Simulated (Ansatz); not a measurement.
Ansatz (an electronic-structure program) input (B3LYP-D3(BJ)/def2-TZVP):

Ansatz 0.2 input:
```yaml
crystal:
  periodic: [false, false, false]
  atoms:
    - {symbol: S, position_ang: [0.01060119, 0.00725267, 0.62600511]}
    - {symbol: H, position_ang: [0.00972986, 0.99093063, -0.31927021]}
    - {symbol: H, position_ang: [-0.00285766, -0.99441518, -0.29976852]}
basis:
  gaussian:
    orbitals: def2-TZVP
hamiltonian:
  xc: b3lyp
  dispersion: d3bj
total_charge: 1
magnetization: {spin_polarized: true, initial_magnetization: 1}
relax: {f_tol: 0.002, max_steps: 150}
```

End of the output:

```
the calculation of the forces begins
reference -10858.52126113 eV, -399.0432961766 hartree; 9, 8 occupied and 40, 41 virtual orbitals, 359 factors
relax step   3: F+E_penalty+E_count = -10858.55920427 eV  Δ(F+E_penalty+E_count) = -4.325e-6 eV  max|allowed force component| = 1.155e-3 eV/Å  Δτ_max = 0.0007 Å  (20 SCF iters, accepted)
integrals: 0.01 GiB planned
359 factors; their error is unknown
mean field: 0.11 GiB planned
mean field evaluation 32: about -10858.5211 eV, gradient 9.2e-2 eV
mean field -10858.52109952 eV, -399.0432902373 hartree, gradient 1.8e-5 eV, S^2 0.754728; 1 other end points of the search recorded, 0 dependent functions left out
the calculation of the forces begins
reference -10858.52126113 eV, -399.0432961766 hartree; 9, 8 occupied and 40, 41 virtual orbitals, 359 factors
Total energy: -10858.55936588 eV, -399.0446965003 hartree
Atom 0 at     0.010615     0.007327     0.627700 Å, force    -0.000003     0.000878    -0.001155 eV/Å
Atom 1 at     0.009707     0.988291    -0.320064 Å, force     0.000001    -0.000998     0.001005 eV/Å
Atom 2 at    -0.002848    -0.991850    -0.300669 Å, force     0.000002     0.000120     0.000151 eV/Å
Dipole moment:    -0.002283    -0.002890    -0.298084 e Å
```
